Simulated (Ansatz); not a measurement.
Consider TiC in the rock salt structure (space group Fm-3m, No. 225; a = 4.329 Å).

All numbers come from DFT with r2SCAN, PAW potentials and a 500 eV plane-wave cutoff in Ansatz (a first-principles code), no SOC, earlier PAW set.

Now apply this change: full substitution Ti → Hf; the structure is relaxed again.

Measured lattice parameter a: TiC 4.33 Å (temperature not stated; as listed in Guo-Xu Zhang et al., New Journal of Physics (2018)); HfC 4.638 Å (temperature not stated; as listed in Guo-Xu Zhang et al., New Journal of Physics (2018)).

Problem. How well does r2SCAN reproduce the measured shift?

Solution. With r2SCAN the lattice parameter a moves by +0.312 Å (4.329 → 4.641) against +0.308 Å measured.

Whether these cells are dynamically stable was not tested. All final runs are without spin polarisation.
